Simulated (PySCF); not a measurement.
Compound: ethylamine, C₂H₇N.
Z-matrix (Å and degrees, PBE0-D3(BJ)/def2-SVP geometry), rows numbered from 1:
```
C 
C   1  1.5243
N   2  1.4489  1  116.04
H   1  1.1020  2  111.81  3  -179.95
H   1  1.1027  2  111.04  3    59.79
H   1  1.1027  2  110.97  3   -59.74
H   2  1.1038  1  109.43  3  -122.62
H   2  1.1039  1  109.36  3   122.54
H   3  1.0186  2  110.24  1    58.14
H   3  1.0187  2  110.21  1   -58.55
```

Method used: MP2 and CCSD/aug-cc-pVDZ in PySCF, restricted Hartree–Fock reference, frozen core, non-relativistic, gas phase, PBE0-D3(BJ)/def2-SVP geometry.

E(HF) = -134.27169 Eh.

Question: How large is the problem?

Answer: 132 basis functions and 26 electrons; 3 orbitals frozen, which leaves o = 10 correlated occupied and v = 119 virtual orbitals. That is o·v = 1190 singles and o·v(o·v + 1)/2 = 708645 distinct closed-shell doubles amplitudes before symmetry; the costliest CCSD step grows as o²v⁴ = 2.0 × 10^10.

Question: What are the MP2 and CCSD correlation energies?

Answer: MP2 -0.4913 Eh and CCSD -0.5334 Eh, which gives totals of -134.76302 and -134.80509 Eh. That is 0.726 eV for each correlated electron at CCSD (1400 kJ/mol in all, 0.396 % of the total energy); MP2 gives 92.1 % of the CCSD value.

Question: What is the T1 diagnostic?

Answer: 0.0094, below the customary warning level of 0.02. It is the norm of the spatial-orbital singles amplitudes over the root of the number of correlated electrons, so the norm is 0.042.

Question: How does correlation change the dipole moment?

Answer: HF gives 1.39 D and CCSD (unrelaxed density) 1.32 D, a change of -0.07 D.

Connected triples and the basis-set limit are missing.

One conformer stands for the species.
